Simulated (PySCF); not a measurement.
hydrogen chloride (ClH), SMILES Cl.

Geometry: B3LYP-D3(BJ)/def2-TZVPD.

Computed with PBE/def2-TZVPD (PySCF).

The molecule is in vacuum.

```json
{
 "total_energy": "-460.62836 hartree",
 "point_group": "C∞v",
 "highest_occupied_level": "-8.04 eV",
 "lowest_empty_level": "-1.00 eV",
 "orbital_gap": "7.03 eV",
 "dipole_moment": "1.08 D",
 "quadrupole, principal values (traceless, Buckingham form, about the centre of nuclear charge)": "-1.81, -1.81, 3.62 D·Å",
 "mean_static_polarisability": "18.2 bohr³ (2.70 Å³)",
 "polarisability_principal_values": "17.8, 17.8, 19.1 bohr³"
}
```
